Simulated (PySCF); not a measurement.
# How the functional moves excitation energies

Compound: TT, C6H4S2.
Z-matrix (Å and degrees, PBE0-D3(BJ)/def2-SVP geometry), rows numbered from 1:
```
C 
C   1  1.3686
C   2  1.4229  1  110.80
S   3  1.7277  2  135.47  1   179.98
C   4  1.7317  3   91.23  2  -179.98
C   5  1.3686  4  113.45  3     0.01
C   3  1.3946  2  113.84  1     0.02
S   7  1.7277  3  110.69  2    -0.03
H   1  1.0895  2  127.31  3  -179.95
H   2  1.0897  1  123.77  3   179.99
H   5  1.0895  4  119.25  3  -179.93
H   6  1.0897  5  123.78  4  -179.99
```

Linear-response calculations in the def2-SVPD basis (PySCF; singlets by full response, triplets Tamm–Dancoff, core orbitals frozen in the response; HF means time-dependent Hartree–Fock). 'Strongest' is the level of largest summed f among the singlets computed (10 roots, of which the last may lack a degenerate partner); it can jump between rows when another state enters that window. S1 is the lowest singlet of each run and needn't be the same state throughout; f(S1) is that of one state. Geometry: PBE0-D3(BJ)/def2-SVP; no solvent, vibrations or thermal averaging.

```tsv
functional	kind	S1 (eV)	f(S1)	strongest (eV)	T1 (eV)	HOMO (eV)	gap (eV)	ionisation energy, ΔSCF (eV)
LDA	LDA	4.48	0.135	4.87	3.40	-5.62	3.72	8.21
PBE	GGA	4.50	0.144	4.50	3.27	-5.44	3.74	8.00
B3LYP	global hybrid, 20% exact exchange	4.76	0.218	4.76	3.27	-6.17	5.08	8.10
BHandHLYP	global hybrid, 50% exact exchange	5.02	0.258	5.02	3.20	-7.15	7.17	8.01
CAM-B3LYP	range-separated hybrid	4.99	0.263	4.99	3.30	-7.54	7.65	8.21
wB97X-D	range-separated hybrid	5.01	0.264	5.01	3.38	-8.11	8.83	8.21
LC-wPBE	range-separated hybrid	5.19	0.272	5.19	3.27	-8.83	9.87	8.39
HF	Hartree–Fock	5.07	0.217	5.07	2.81	-8.25	10.52	not settled
```

Question: What does PBE0 (global hybrid, 25% exact exchange) give?

Answer: S1 (eV) 4.87, f(S1) 0.228, strongest (eV) 4.87, T1 (eV) 3.27, HOMO (eV) -6.39, gap (eV) 5.47, ionisation energy, ΔSCF (eV) 8.15. S1 runs from 4.48 eV (LDA) to 5.19 eV (LC-wPBE), a spread of 0.71 eV, while the orbital gap spreads over 6.8 eV. Along PBE (0%), B3LYP (20%), PBE0 (25%), BHandHLYP (50%), HF (100%) S1 rises with the share of exact exchange. −ε(HOMO) comes closest to its own ΔSCF ionisation energy with wB97X-D (-0.11 eV) and misses most with LDA (-2.59 eV). The lowest singlet of a reference set is 1Bu(π→π*) at 4.96 eV (computed, CC3/aug-cc-pVTZ, gas; Loos, Jacquemin, bicyclic systems (2021), arXiv:2109.13894). The lowest computed singlet differs from it by CAM-B3LYP +0.03, wB97X-D +0.05, BHandHLYP +0.06, PBE0 -0.09, HF +0.11, B3LYP -0.20, LC-wPBE +0.22, PBE -0.47, LDA -0.49 eV; geometry and basis of the reference needn't be the same. The lowest triplet of a reference set is 3Bu(π→π*) at 3.46 eV (computed, CC3/aug-cc-pVTZ, gas; Loos, Jacquemin, bicyclic systems (2021), arXiv:2109.13894). The lowest computed triplet differs from it by LDA -0.06, wB97X-D -0.09, CAM-B3LYP -0.17, B3LYP -0.19, LC-wPBE -0.19, PBE -0.20, PBE0 -0.20, BHandHLYP -0.26, HF -0.66 eV; geometry and basis of the reference needn't be the same. 'Not settled' means that the ion's SCF failed to converge or may have ended in another state than the lowest.
